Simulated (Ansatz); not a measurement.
This Ansatz (an electronic-structure program) input (CCSD(T)/cc-pwCVQZ) gives -56.55085 Eh with 174 basis functions. A basis named .json is the Basis Set Exchange file of that set (core-valence sets with the plain set on hydrogen).

Ansatz 0.2 input:
```yaml
crystal:
  periodic: [false, false, false]
  atoms:
    - {symbol: N, position_ang: [0.00224146, -0.00382052, 0.11155442]}
    - {symbol: H, position_ang: [-0.00202883, 0.95117179, -0.22808750]}
    - {symbol: H, position_ang: [0.80949996, -0.46442426, -0.29287493]}
    - {symbol: H, position_ang: [-0.82316134, -0.46000387, -0.25991854]}
basis:
  gaussian:
    orbitals: cc-pwCVQZ.json
magnetization: {spin_polarized: false}
correlation: {method: ccsd_t, frozen_orbitals: {H: 0, N: 0}}
```

Change:
```diff
- correlation: {method: ccsd_t, frozen_orbitals: {H: 0, N: 0}}
+ correlation: {method: ccsd_t, electrons: outside_noble_gas}
```

Task: What does the run give now?

Result: -56.49411 Eh (CCSD(T)/cc-pwCVQZ, 174 functions), a change of +56.74 mEh.
